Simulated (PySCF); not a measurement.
PySCF input (MN15/def2-TZVPD):

```python
from pyscf import gto, scf, dft

mol = gto.M(
    atom='''
    S    -0.00000000   -0.00000000   -0.07936290
    H     0.00000000    0.00000000    1.26980637
    ''',
    basis='def2-tzvpd',
    charge=-1,
    spin=0,
    verbose=4,
)

mf = dft.RKS(mol, xc='mn15').density_fit(auxbasis='def2-universal-jkfit')
mf.grids.level = 4
mf.conv_tol = 1e-9
mf.max_cycle = 100
mf.max_memory = 1500
mf.kernel()
if not mf.converged:
    mf = mf.newton()
    mf.kernel(mf.make_rdm1())
mf.analyze()
```

Output:

```
PySCF version 2.14.0

[INPUT] verbose = 4
[INPUT] num. atoms = 2
[INPUT] num. electrons = 18
[INPUT] charge = -1
[INPUT] spin (= nelec alpha-beta = 2S) = 0
[INPUT] symmetry False subgroup None
[INPUT] Mole.unit = angstrom
[INPUT] Symbol           X                Y                Z      unit          X                Y                Z       unit  Magmom
[INPUT]  1 S      0.000000000000   0.000000000000  -0.079362900000 AA    0.000000000000   0.000000000000  -0.149974145451 Bohr   0.0
[INPUT]  2 H      0.000000000000   0.000000000000   1.269806370000 AA    0.000000000000   0.000000000000   2.399586270528 Bohr   0.0

nuclear repulsion = 6.2755916273723
number of shells = 21
number of NR pGTOs = 83
number of NR cGTOs = 55
basis = def2-tzvpd
ecp = {}

******** <class 'pyscf.df.df_jk.DFRKS'> ********
method = DFRKS
initial guess = minao
damping factor = 0
level_shift factor = 0
DIIS = <class 'pyscf.scf.diis.CDIIS'>
diis_start_cycle = 1
diis_space = 8
diis_damp = 0
SCF conv_tol = 1e-09
SCF conv_tol_grad = None
SCF max_cycles = 100
direct_scf = False
XC library pyscf.dft.libxc version 7.1.2
    S. Lehtola, C. Steigemann, M. J. T. Oliveira, and M. A. L. Marques,  SoftwareX 7, 1–5 (2018)
XC functionals = mn15
    H. S. Yu, X. He, S. L. Li, and D. G. Truhlar,  Chem. Sci. 7, 5032–5051 (2016)
    H. S. Yu, X. He, S. L. Li, and D. G. Truhlar,  Chem. Sci. 7, 5032–5051 (2016)
radial grids:
    Treutler-Ahlrichs [JCP 102, 346 (1995); DOI:10.1063/1.469408] (M4) radial grids

becke partition: Becke, JCP 88, 2547 (1988); DOI:10.1063/1.454033
pruning grids: <function nwchem_prune>
grids dens level: 4
symmetrized grids: False
atomic radii adjust function: <function treutler_atomic_radii_adjust>
small_rho_cutoff = 0
Set gradient conv threshold to 3.16228e-05
Initial guess from minao.
tot grids = 44400
******** <class 'pyscf.df.df.DF'> ********
auxbasis = def2-universal-jkfit
init E= -398.479928261302
  HOMO = -0.29749101886788  LUMO = 0.011946470978188  gap/eV = 8.42022
cycle= 1 E= -398.651060188518  delta_E= -0.171  |g|= 0.415  |ddm|= 0.883
  HOMO = 0.0889205656437716  LUMO = 0.224762956627963  gap/eV = 3.69646
cycle= 2 E= -398.642817667414  delta_E= 0.00824  |g|= 0.561  |ddm|= 0.999
  HOMO = -0.00952815004854017  LUMO = 0.208132784510761  gap/eV = 5.92286
cycle= 3 E= -398.725675365005  delta_E= -0.0829  |g|= 0.0393  |ddm|= 0.466
  HOMO = -0.0224773754672756  LUMO = 0.204845769278137  gap/eV = 6.18578
cycle= 4 E= -398.726080929593  delta_E= -0.000406  |g|= 0.0116  |ddm|= 0.0565
  HOMO = -0.0285222789135607  LUMO = 0.20096211500856  gap/eV = 6.24459
cycle= 5 E= -398.726135806531  delta_E= -5.49e-05  |g|= 0.00303  |ddm|= 0.0314
  HOMO = -0.0295405256385255  LUMO = 0.200030367967009  gap/eV = 6.24694
cycle= 6 E= -398.726140363803  delta_E= -4.56e-06  |g|= 0.000688  |ddm|= 0.00868
  HOMO = -0.0299240665445515  LUMO = 0.199654511730699  gap/eV = 6.24715
cycle= 7 E= -398.7261407886  delta_E= -4.25e-07  |g|= 0.000244  |ddm|= 0.00306
  HOMO = -0.030011048763193  LUMO = 0.199573330522199  gap/eV = 6.24731
cycle= 8 E= -398.726140833565  delta_E= -4.5e-08  |g|= 4.84e-05  |ddm|= 0.000909
  HOMO = -0.0300307291296425  LUMO = 0.19955814864212  gap/eV = 6.24743
cycle= 9 E= -398.726140835591  delta_E= -2.03e-09  |g|= 6.9e-06  |ddm|= 0.000235
  HOMO = -0.0300306396392247  LUMO = 0.199558903107897  gap/eV = 6.24745
cycle= 10 E= -398.726140835628  delta_E= -3.69e-11  |g|= 7.23e-07  |ddm|= 3.09e-05
  HOMO = -0.0300304671288343  LUMO = 0.199559077817597  gap/eV = 6.24745
Extra cycle  E= -398.726140835628  delta_E= -4.55e-13  |g|= 4.38e-07  |ddm|= 2.96e-06
converged SCF energy = -398.726140835628
**** SCF Summaries ****
Total Energy =                        -398.726140835627973
Nuclear Repulsion Energy =               6.275591627372302
One-electron Energy =                 -568.192607659993882
Two-electron Energy =                  163.190875196993630
Two-electron Coulomb Energy =          189.313187680368713
DFT Exchange-Correlation Energy =      -26.122312483375087
HOMO-LUMO gap [eV] =                     6.247449733693489
**** MO energy ****
MO #1   energy= -87.5022047157275  occ= 2
MO #2   energy= -7.41624465564852  occ= 2
MO #3   energy= -5.60861499650889  occ= 2
MO #4   energy= -5.59900576392236  occ= 2
MO #5   energy= -5.59900576392234  occ= 2
MO #6   energy= -0.456539409720168 occ= 2
MO #7   energy= -0.162621513582721 occ= 2
MO #8   energy= -0.0300304671288549 occ= 2
MO #9   energy= -0.0300304671288343 occ= 2
MO #10  energy= 0.199559077817597  occ= 0
MO #11  energy= 0.215177336245311  occ= 0
MO #12  energy= 0.215789075001406  occ= 0
MO #13  energy= 0.215789075001415  occ= 0
MO #14  energy= 0.301453747302933  occ= 0
MO #15  energy= 0.353560144952877  occ= 0
MO #16  energy= 0.35356014495288   occ= 0
MO #17  energy= 0.369393316561548  occ= 0
MO #18  energy= 0.36939334181088   occ= 0
MO #19  energy= 0.438997505644664  occ= 0
MO #20  energy= 0.469576276689397  occ= 0
MO #21  energy= 0.486001187903294  occ= 0
MO #22  energy= 0.486001187903315  occ= 0
MO #23  energy= 0.619709845981617  occ= 0
MO #24  energy= 0.668353879730299  occ= 0
MO #25  energy= 0.668353879730302  occ= 0
MO #26  energy= 0.711516258501927  occ= 0
MO #27  energy= 0.763663522117917  occ= 0
MO #28  energy= 0.763663522117944  occ= 0
MO #29  energy= 0.790549650978889  occ= 0
MO #30  energy= 0.790550063199397  occ= 0
MO #31  energy= 0.967619111796992  occ= 0
MO #32  energy= 1.22362839645887   occ= 0
MO #33  energy= 1.69546450476086   occ= 0
MO #34  energy= 1.69546450476087   occ= 0
MO #35  energy= 1.81411757594949   occ= 0
MO #36  energy= 1.85442503140353   occ= 0
MO #37  energy= 1.85442503140355   occ= 0
MO #38  energy= 1.87031319789191   occ= 0
MO #39  energy= 1.87031337809657   occ= 0
MO #40  energy= 1.91589196252429   occ= 0
MO #41  energy= 1.91589258397937   occ= 0
MO #42  energy= 1.93280972643709   occ= 0
MO #43  energy= 1.93280972643713   occ= 0
MO #44  energy= 2.02515478419859   occ= 0
MO #45  energy= 2.1349924785876    occ= 0
MO #46  energy= 2.13499247858762   occ= 0
MO #47  energy= 2.21695773779987   occ= 0
MO #48  energy= 2.42701795378676   occ= 0
MO #49  energy= 2.42701795378678   occ= 0
MO #50  energy= 2.78217148648475   occ= 0
MO #51  energy= 3.19181156917354   occ= 0
MO #52  energy= 8.82362579091587   occ= 0
MO #53  energy= 8.82362579091594   occ= 0
MO #54  energy= 8.90267673413005   occ= 0
MO #55  energy= 18.8728772413846   occ= 0
 ** Mulliken pop on meta-lowdin orthogonal AOs  **
 ** Mulliken pop  **
pop of  0 S 1s            1.99994
pop of  0 S 2s            1.99855
pop of  0 S 3s            1.82409
pop of  0 S 4s            0.00959
pop of  0 S 5s            0.00112
pop of  0 S 6s            0.00050
pop of  0 S 2px           1.99982
pop of  0 S 2py           1.99982
pop of  0 S 2pz           1.99976
pop of  0 S 3px           1.94352
pop of  0 S 3py           1.94352
pop of  0 S 3pz           1.18843
pop of  0 S 4px           0.03219
pop of  0 S 4py           0.03219
pop of  0 S 4pz           0.00274
pop of  0 S 5px           0.00877
pop of  0 S 5py           0.00877
pop of  0 S 5pz           0.00159
pop of  0 S 6px           0.00063
pop of  0 S 6py           0.00063
pop of  0 S 6pz           0.00005
pop of  0 S 7px           0.00064
pop of  0 S 7py           0.00064
pop of  0 S 7pz           0.00014
pop of  0 S 3dxy          0.00000
pop of  0 S 3dyz          0.00117
pop of  0 S 3dz^2         0.01102
pop of  0 S 3dxz          0.00117
pop of  0 S 3dx2-y2       0.00000
pop of  0 S 4dxy          0.00000
pop of  0 S 4dyz          0.00002
pop of  0 S 4dz^2         0.00039
pop of  0 S 4dxz          0.00002
pop of  0 S 4dx2-y2       0.00000
pop of  0 S 5dxy          0.00000
pop of  0 S 5dyz          0.00001
pop of  0 S 5dz^2         0.00036
pop of  0 S 5dxz          0.00001
pop of  0 S 5dx2-y2       0.00000
pop of  0 S 4f-3          0.00000
pop of  0 S 4f-2          0.00000
pop of  0 S 4f-1          0.00035
pop of  0 S 4f+0          0.00048
pop of  0 S 4f+1          0.00035
pop of  0 S 4f+2          0.00000
pop of  0 S 4f+3          0.00000
pop of  1 H 1s            0.95151
pop of  1 H 2s            0.00395
pop of  1 H 3s            0.00090
pop of  1 H 2px           0.00723
pop of  1 H 2py           0.00723
pop of  1 H 2pz           0.00157
pop of  1 H 3px           0.00565
pop of  1 H 3py           0.00565
pop of  1 H 3pz           0.00334
 ** Mulliken atomic charges  **
charge of    0S =     -1.01299
charge of    1H =      0.01299

WARN: System has nonzero charge -1; the dipole moment is origin-dependent.
Location of origin: [0. 0. 0.]

Dipole moment(X, Y, Z, Debye): -0.00000, -0.00000,  0.53208
```
